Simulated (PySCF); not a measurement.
# Cyclopropane (C3H6): NMR shifts at several levels of theory, part 2 of 2

PySCF 2.14.0. Atoms count from 0.

## 10. NMR shieldings: KT3/pcSseg-2

Job settings and geometry (Å):

```
{"job": {"kind": "nmr", "xc": "KT3", "basis": "pcSseg-2", "pop": false}, "charge": 0, "multiplicity": 1}
C      0.847089     0.167295     0.061239
C     -0.270517    -0.799838    -0.190648
C     -0.576523     0.632504     0.129427
H      1.406729     0.077480     0.996280
H      1.454950     0.486907    -0.789608
H     -0.433417    -1.145810    -1.215039
H     -0.481506    -1.555561     0.570861
H     -0.997584     0.863920     1.111650
H     -0.949353     1.273471    -0.674159
```

Method: GIAO KT3/pcSseg-2 NMR shielding, non-relativistic, gas phase.

Output:

```text
coarse grid: 6984 points
cycle   1  E = -119.8185273121  dE =  1.675e-01  |g| = 4.312e-01  |ddm| = 1.882e+00
cycle   2  E = -119.7329235857  dE =  8.560e-02  |g| = 7.127e-01  |ddm| = 8.269e-01
cycle   3  E = -119.8736782332  dE = -1.408e-01  |g| = 3.409e-02  |ddm| = 5.233e-01
cycle   4  E = -119.8739214453  dE = -2.432e-04  |g| = 4.124e-03  |ddm| = 3.142e-02
cycle   5  E = -119.8739249489  dE = -3.504e-06  |g| = 2.450e-04  |ddm| = 5.466e-03
final grid: 65856 points
cycle   6  E = -119.8785314497  dE = -2.152e-04  |g| = 2.130e-03  |ddm| = 1.356e-01
cycle   7  E = -119.8785318558  dE = -4.061e-07  |g| = 6.125e-04  |ddm| = 1.878e-03
cycle   8  E = -119.8785318516  dE =  4.287e-09  |g| = 5.929e-04  |ddm| = 8.309e-04
cycle   9  E = -119.8785319337  dE = -8.216e-08  |g| = 1.432e-04  |ddm| = 4.936e-04
cycle  10  E = -119.8785319391  dE = -5.395e-09  |g| = 1.524e-05  |ddm| = 1.170e-04
cycle  11  E = -119.8785319392  dE = -5.133e-11  |g| = 6.360e-06  |ddm| = 2.330e-05
converged SCF energy = -119.8785319392

GIAO shielding tensors (ppm)
atom      isotropic    diamagn.    paramagn.     s11        s22        s33       span
  0 C      183.127     247.961     -64.834    156.006    172.107    221.268     65.263
  1 C      183.128     247.960     -64.832    156.015    172.102    221.267     65.252
  2 C      183.122     247.961     -64.838    156.001    172.108    221.259     65.258
  3 H       31.108      30.260       0.848     25.613     27.237     40.474     14.861
  4 H       31.108      30.260       0.848     25.613     27.237     40.474     14.861
  5 H       31.108      30.260       0.848     25.613     27.237     40.475     14.862
  6 H       31.108      30.260       0.848     25.614     27.237     40.474     14.860
  7 H       31.108      30.260       0.848     25.613     27.237     40.473     14.860
  8 H       31.108      30.260       0.848     25.613     27.237     40.474     14.860
```

It took 23 s on 1 thread of Arm Neoverse N1, shared host; peak memory 0.64 GiB.

This run: δ C0 -1.8, H3 0.25 ppm (means over like atoms).

## 11. Nuclear shieldings: B97-D/pcSseg-2

The job, as its differences from that of step 10:

```diff
@@ -1,2 +1,2 @@
-{"job": {"kind": "nmr", "xc": "KT3", "basis": "pcSseg-2", "pop": false}, "charge": 0, "multiplicity": 1}
+{"job": {"kind": "nmr", "xc": "B97-D", "basis": "pcSseg-2", "pop": false}, "charge": 0, "multiplicity": 1}
 C      0.847089     0.167295     0.061239
```

With the program's defaults for keys left out, this is: GIAO B97-D/pcSseg-2 NMR shielding, non-relativistic, gas phase.

Output:

```text
coarse grid: 6984 points
cycle   1  E = -117.7966823171  dE =  1.528e-01  |g| = 4.347e-01  |ddm| = 1.874e+00
cycle   2  E = -117.7149687428  dE =  8.171e-02  |g| = 7.100e-01  |ddm| = 7.420e-01
cycle   3  E = -117.8503593292  dE = -1.354e-01  |g| = 3.651e-02  |ddm| = 4.820e-01
cycle   4  E = -117.8506302909  dE = -2.710e-04  |g| = 5.316e-03  |ddm| = 2.523e-02
cycle   5  E = -117.8506360935  dE = -5.803e-06  |g| = 3.659e-04  |ddm| = 4.690e-03
final grid: 65856 points
cycle   6  E = -117.8498221733  dE = -1.014e-04  |g| = 3.904e-03  |ddm| = 6.214e-02
cycle   7  E = -117.8498172012  dE =  4.972e-06  |g| = 5.746e-03  |ddm| = 6.244e-03
cycle   8  E = -117.8498257015  dE = -8.500e-06  |g| = 3.444e-04  |ddm| = 3.768e-03
cycle   9  E = -117.8498257265  dE = -2.502e-08  |g| = 1.009e-04  |ddm| = 2.895e-04
cycle  10  E = -117.8498257287  dE = -2.245e-09  |g| = 3.336e-05  |ddm| = 1.202e-04
cycle  11  E = -117.8498257290  dE = -2.662e-10  |g| = 8.271e-06  |ddm| = 2.925e-05
converged SCF energy = -117.8498257290

GIAO shielding tensors (ppm)
atom      isotropic    diamagn.    paramagn.     s11        s22        s33       span
  0 C      180.017     247.730     -67.713    152.144    169.719    218.188     66.044
  1 C      180.018     247.730     -67.712    152.154    169.713    218.186     66.032
  2 C      180.012     247.730     -67.718    152.139    169.720    218.178     66.039
  3 H       31.126      30.359       0.768     25.696     27.308     40.375     14.679
  4 H       31.126      30.359       0.767     25.695     27.308     40.375     14.680
  5 H       31.126      30.359       0.767     25.695     27.308     40.376     14.681
  6 H       31.126      30.359       0.767     25.696     27.308     40.375     14.679
  7 H       31.126      30.359       0.767     25.696     27.308     40.375     14.679
  8 H       31.126      30.359       0.767     25.696     27.308     40.375     14.679
```

It took 22 s on 1 thread of Arm Neoverse N1, shared host; peak memory 0.52 GiB.

This run: δ C0 -1.0, H3 0.27 ppm (means over like atoms).

## 12. Nuclear shieldings: B3LYP/pcSseg-2

The job, as its differences from that of step 11:

```diff
@@ -1,2 +1,2 @@
-{"job": {"kind": "nmr", "xc": "B97-D", "basis": "pcSseg-2", "pop": false}, "charge": 0, "multiplicity": 1}
+{"job": {"kind": "nmr", "xc": "B3LYP", "basis": "pcSseg-2", "pop": false}, "charge": 0, "multiplicity": 1}
 C      0.847089     0.167295     0.061239
```

With the program's defaults for keys left out, this is: GIAO B3LYP/pcSseg-2 NMR shielding, non-relativistic, gas phase.

Output:

```text
coarse grid: 6984 points
cycle   1  E = -117.9057577788  dE =  2.312e-01  |g| = 3.540e-01  |ddm| = 1.827e+00
cycle   2  E = -117.8834295191  dE =  2.233e-02  |g| = 4.676e-01  |ddm| = 5.668e-01
cycle   3  E = -117.9406650514  dE = -5.724e-02  |g| = 2.418e-02  |ddm| = 3.046e-01
cycle   4  E = -117.9407673625  dE = -1.023e-04  |g| = 4.001e-03  |ddm| = 1.353e-02
cycle   5  E = -117.9407705906  dE = -3.228e-06  |g| = 1.147e-04  |ddm| = 3.176e-03
final grid: 65856 points
cycle   6  E = -117.9463595406  dE = -5.780e-05  |g| = 4.981e-03  |ddm| = 2.916e-02
cycle   7  E = -117.9463554060  dE =  4.135e-06  |g| = 6.386e-03  |ddm| = 6.898e-03
cycle   8  E = -117.9463656624  dE = -1.026e-05  |g| = 1.920e-04  |ddm| = 4.041e-03
cycle   9  E = -117.9463656699  dE = -7.541e-09  |g| = 5.306e-05  |ddm| = 1.565e-04
cycle  10  E = -117.9463656704  dE = -5.166e-10  |g| = 6.285e-06  |ddm| = 3.871e-05
converged SCF energy = -117.9463656704

GIAO shielding tensors (ppm)
atom      isotropic    diamagn.    paramagn.     s11        s22        s33       span
  0 C      181.098     245.324     -64.226    152.349    170.922    220.023     67.674
  1 C      181.099     245.323     -64.224    152.358    170.918    220.021     67.663
  2 C      181.092     245.324     -64.231    152.343    170.922    220.013     67.670
  3 H       31.107      30.281       0.827     25.609     27.137     40.576     14.967
  4 H       31.107      30.281       0.826     25.609     27.137     40.576     14.967
  5 H       31.107      30.281       0.826     25.608     27.137     40.577     14.969
  6 H       31.107      30.281       0.826     25.610     27.137     40.576     14.967
  7 H       31.107      30.281       0.826     25.609     27.137     40.575     14.966
  8 H       31.107      30.281       0.826     25.609     27.137     40.575     14.966
```

Run time: 16 s. Hardware: 1 thread of Arm Neoverse N1, shared host; peak memory 0.79 GiB.

In short: δ C0 -1.9, H3 0.28 ppm (means over like atoms).

## 13. Shielding tensors: PBE0/pcSseg-2

The job, as its differences from that of step 12:

```diff
@@ -1,2 +1,2 @@
-{"job": {"kind": "nmr", "xc": "B3LYP", "basis": "pcSseg-2", "pop": false}, "charge": 0, "multiplicity": 1}
+{"job": {"kind": "nmr", "xc": "PBE0", "basis": "pcSseg-2", "pop": false}, "charge": 0, "multiplicity": 1}
 C      0.847089     0.167295     0.061239
```

With the program's defaults for keys left out, this is: GIAO PBE0/pcSseg-2 NMR shielding, non-relativistic, gas phase.

Output:

```text
coarse grid: 6984 points
cycle   1  E = -117.7638647309  dE =  2.516e-01  |g| = 3.075e-01  |ddm| = 1.838e+00
cycle   2  E = -117.7547486296  dE =  9.116e-03  |g| = 3.716e-01  |ddm| = 4.749e-01
cycle   3  E = -117.7904740610  dE = -3.573e-02  |g| = 1.914e-02  |ddm| = 2.354e-01
cycle   4  E = -117.7905370684  dE = -6.301e-05  |g| = 3.517e-03  |ddm| = 1.054e-02
cycle   5  E = -117.7905395240  dE = -2.456e-06  |g| = 2.058e-04  |ddm| = 2.908e-03
final grid: 65856 points
cycle   6  E = -117.7917969733  dE = -5.761e-05  |g| = 6.463e-03  |ddm| = 2.724e-02
cycle   7  E = -117.7917920908  dE =  4.883e-06  |g| = 7.891e-03  |ddm| = 8.792e-03
cycle   8  E = -117.7918076588  dE = -1.557e-05  |g| = 1.662e-04  |ddm| = 4.811e-03
cycle   9  E = -117.7918076641  dE = -5.307e-09  |g| = 4.611e-05  |ddm| = 1.498e-04
cycle  10  E = -117.7918076645  dE = -3.737e-10  |g| = 4.324e-06  |ddm| = 3.231e-05
converged SCF energy = -117.7918076645

GIAO shielding tensors (ppm)
atom      isotropic    diamagn.    paramagn.     s11        s22        s33       span
  0 C      185.852     247.668     -61.816    157.842    176.349    223.365     65.523
  1 C      185.853     247.667     -61.814    157.852    176.344    223.363     65.512
  2 C      185.847     247.667     -61.820    157.837    176.349    223.355     65.518
  3 H       30.979      30.201       0.778     25.330     26.818     40.790     15.460
  4 H       30.979      30.202       0.778     25.330     26.818     40.790     15.460
  5 H       30.979      30.202       0.777     25.329     26.818     40.790     15.461
  6 H       30.979      30.202       0.778     25.331     26.818     40.790     15.459
  7 H       30.979      30.202       0.777     25.330     26.818     40.789     15.459
  8 H       30.979      30.202       0.777     25.330     26.818     40.789     15.459
```

It took 16 s on 1 thread of Arm Neoverse N1, shared host; peak memory 0.75 GiB.

Key values: δ C0 -1.7, H3 0.27 ppm (means over like atoms).

## 14. Nuclear shieldings: mPW1PW91/pcSseg-2

The job, as its differences from that of step 13:

```diff
@@ -1,2 +1,2 @@
-{"job": {"kind": "nmr", "xc": "PBE0", "basis": "pcSseg-2", "pop": false}, "charge": 0, "multiplicity": 1}
+{"job": {"kind": "nmr", "xc": "mPW1PW91", "basis": "pcSseg-2", "pop": false}, "charge": 0, "multiplicity": 1}
 C      0.847089     0.167295     0.061239
```

Level: GIAO mPW1PW91/pcSseg-2 NMR shielding, non-relativistic, gas phase.

Output:

```text
coarse grid: 6984 points
cycle   1  E = -117.8859333724  dE =  2.508e-01  |g| = 3.096e-01  |ddm| = 1.828e+00
cycle   2  E = -117.8772422180  dE =  8.691e-03  |g| = 3.708e-01  |ddm| = 4.679e-01
cycle   3  E = -117.9127622630  dE = -3.552e-02  |g| = 1.956e-02  |ddm| = 2.331e-01
cycle   4  E = -117.9128284647  dE = -6.620e-05  |g| = 3.558e-03  |ddm| = 1.100e-02
cycle   5  E = -117.9128309827  dE = -2.518e-06  |g| = 1.966e-04  |ddm| = 3.095e-03
final grid: 65856 points
cycle   6  E = -117.9143100937  dE = -5.591e-05  |g| = 5.130e-03  |ddm| = 2.349e-02
cycle   7  E = -117.9143072016  dE =  2.892e-06  |g| = 6.213e-03  |ddm| = 6.934e-03
cycle   8  E = -117.9143168347  dE = -9.633e-06  |g| = 1.309e-04  |ddm| = 3.742e-03
cycle   9  E = -117.9143168382  dE = -3.452e-09  |g| = 4.409e-05  |ddm| = 1.356e-04
cycle  10  E = -117.9143168385  dE = -3.432e-10  |g| = 4.098e-06  |ddm| = 3.050e-05
converged SCF energy = -117.9143168385

GIAO shielding tensors (ppm)
atom      isotropic    diamagn.    paramagn.     s11        s22        s33       span
  0 C      184.988     247.858     -62.870    156.905    175.552    222.508     65.602
  1 C      184.989     247.857     -62.868    156.915    175.548    222.505     65.591
  2 C      184.983     247.857     -62.874    156.900    175.552    222.498     65.598
  3 H       31.025      30.215       0.810     25.400     26.903     40.771     15.370
  4 H       31.024      30.215       0.810     25.400     26.903     40.770     15.371
  5 H       31.024      30.215       0.809     25.399     26.903     40.771     15.372
  6 H       31.025      30.215       0.810     25.401     26.902     40.770     15.370
  7 H       31.024      30.215       0.809     25.400     26.903     40.770     15.369
  8 H       31.024      30.215       0.809     25.400     26.902     40.770     15.369
```

Run time: 16 s. Hardware: 1 thread of Arm Neoverse N1, shared host; peak memory 0.75 GiB.

This run: δ C0 -1.5, H3 0.27 ppm (means over like atoms).

## 15. Run by run: NMR shifts

Shifts (ppm), means over like atoms, with basis size and wall time:

```
              run    C0    H3  functions   time
      HF/pcSseg-2  -3.9  0.26        192  7.5 s
     LDA/pcSseg-2  -2.2  0.28        192   17 s
     PBE/pcSseg-2  -1.5  0.26        192   22 s
    BLYP/pcSseg-2  -1.6  0.28        192   22 s
    BP86/pcSseg-2  -1.1  0.26        192   22 s
    OPBE/pcSseg-2  -0.2  0.26        192   22 s
     KT2/pcSseg-2  -2.8  0.22        192   22 s
     KT3/pcSseg-2  -1.8  0.25        192   23 s
   B97-D/pcSseg-2  -1.0  0.27        192   22 s
   B3LYP/pcSseg-2  -1.9  0.28        192   16 s
    PBE0/pcSseg-2  -1.7  0.27        192   16 s
mPW1PW91/pcSseg-2  -1.5  0.27        192   16 s
         measured     –  0.22          –      –
```

Measured: solution, not stated in the table (CDCl3 in this author's series); The use of chemical shift calculations in the conformational analysis of substituted benzenes, New J. Chem. 2019 (ESI).

## 16. Outcome

What follows sums up all 2 parts.

```
                                                             quantity                    value
                                                          point group                      D3h
                                 rotational constants (main isotopes)  20.19, 20.19, 12.67 GHz
13C shifts against TMS (HF/pcSseg-2, means over atoms taken as alike)                 -3.9 ppm
 1H shifts against TMS (HF/pcSseg-2, means over atoms taken as alike)                 0.26 ppm
                             measured, and computed on the same scale      H3 δ 0.22, 0.26 ppm
                                             range of the shift of C0         -3.9 to -0.2 ppm
```

What this shows: Single values in the summary come from the first run of each kind that ended normally (HF/pcSseg-2), which need not be the best level. Relaxing lowered the energy by 0.010 eV in 2 steps; the close pair that moved most is C1–H5, from 1.084 to 1.093 Å. At HF/pcSseg-2: The largest span, 67 ppm, is at C0, C1, C2, where the paramagnetic term is -50 ppm. The one measured 1H shift is missed by +0.04 ppm (computed less measured, unscaled). Vibration, temperature and solvent are missing from the calculation, and it holds one conformer, so part of the miss against the measured shifts is not the functional's. Across the 12 runs the shift of C0 (with its like atoms) moves most, between -3.9 (HF/pcSseg-2) and -0.2 ppm (OPBE/pcSseg-2). For the one measured 1H shift, KT2/pcSseg-2 misses least (0.00 ppm, 22 s) and B3LYP/pcSseg-2 most (0.06 ppm, 16 s); the quickest, HF/pcSseg-2, misses by 0.04 ppm in 7.5 s. One molecule ranks no method: errors cancel, and vibration and temperature are missing from all runs.
